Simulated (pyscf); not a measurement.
Structures and frequencies: ωB97X-D3(BJ)/def2-SVP in PySCF. Correlated levels are frozen-core, on RHF or UHF. ΔMP2 is the change of the MP2 total energy from the triple- to the quadruple-zeta basis.

Task: What is the homolytic dissociation enthalpy (298 K, CCSD(T)/def2-TZVPP + ΔMP2(QZVPP)) of the C–In bond of H₃C–InH–F, to CH₃• + [F–InH]•?

Result: C–In to CH₃• + [F–InH]•: 64.5 kcal/mol. The radicals are drawn with the spin at the cut bond; how far it spreads was not checked. The CCSD(T) − MP2 part came from Ansatz, without density fitting, on the same reference. The frozen core leaves the outer d or s,p core shells of the metals and heavy elements correlated in the MP2 and CC values, and def2-TZVPP describes them poorly, which can shift differences by a few kcal/mol. Elements past Kr carry the def2 core potentials, without spin-orbit coupling.
